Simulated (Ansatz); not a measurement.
Reaction: C2H6N (SMILES C[N]C, doublet) → C2H6N (SMILES [CH2]CN, doublet)
Each species at its own B3LYP-D3(BJ)/def2-TZVP minimum (Ansatz, an electronic-structure program), one conformer.

Total energies in hartree (Ansatz). UHF or UKS for unpaired electrons; spin-orbit terms are left out. Correlated methods leave the cores frozen. No relativity.

```tsv
species	HF/cc-pVTZ	CCSD(T)/cc-pVTZ	HF/cc-pVQZ	CCSD(T)/cc-pVQZ	CCSD(T)/cc-pVDZ	CCSDT(Q)/cc-pVDZ
1: C2H6N (SMILES C[N]C, doublet)	-133.67737	-134.26673	-133.68681	-134.30731	-134.12407	-134.12576
2: C2H6N (SMILES [CH2]CN, doublet)	-133.67052	-134.26688	-133.68023	-134.30825	-134.12038	-134.12209
```

Problem. Work out the isomerisation energy (electronic) in kcal/mol: take Hartree-Fock from cc-pVQZ, extrapolate the CCSD(T) correlation energy as X^-3 (X = 3, 4), and add CCSDT(Q) - CCSD(T) in cc-pVDZ. 1 hartree = 627.51 kcal/mol.

Solution. 
Species 1: correlation (64·(-0.62050) - 27·(-0.58936))/37 = -0.64322; step -0.00169; E1 = -133.68681 + (-0.64322) + (-0.00169) = -134.33172
Species 2: correlation (64·(-0.62802) - 27·(-0.59636))/37 = -0.65112; step -0.00171; E2 = -133.68023 + (-0.65112) + (-0.00171) = -134.33306
-1·E1 +1·E2 = -0.00134 hartree = -0.8 kcal/mol.
